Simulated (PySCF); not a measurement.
What does the GFN2-xTB structure of InChI=1S/C5H7Cl/c1-5(2)3-4-6/h3-4H,1H2,2H3/b4-3+ look like in three dimensions?

```xyz
13
C5H7Cl angstrom
C     -1.0845    1.4547    0.5104
C     -0.4182    0.3593    0.1445
C     -1.1159   -0.9454   -0.0982
C      1.0245    0.4167   -0.0291
C      1.7905   -0.6096   -0.3879
Cl     3.4936   -0.4640   -0.5728
H     -2.1518    1.4518    0.6494
H     -0.5838    2.3918    0.6836
H     -0.7309   -1.7108    0.5736
H     -0.9521   -1.2776   -1.1221
H     -2.1847   -0.8422    0.0673
H      1.4820    1.3789    0.1555
H      1.4270   -1.6031   -0.5922
```

Orientation and origin are arbitrary. Atoms count from 1 in this order. Of the pairs four or more bonds apart, C3···H13 is among the closest relative to their van der Waals radii: 2.67 Å, 92 % of the sum of Bondi's values. The 6 heavy atoms lie in one plane (0.001 Å rms). The C–C distances run from 1.330 Å (C4=C5, drawn double) to 1.499 Å (C2–C3, drawn single), a spread of 0.169 Å.

Bonds between heavy atoms (Å): C1=C2 1.333, C2–C3 1.499, C2–C4 1.454, C4=C5 1.330, C5–Cl6 1.719.

The geometry is computed with GFN2-xTB (gas phase).

Point group: Cs (tolerance 0.08 Å). Stationary, but not proved a minimum. The numbers are those of one conformer (C1–C2–C4–C5 180°).
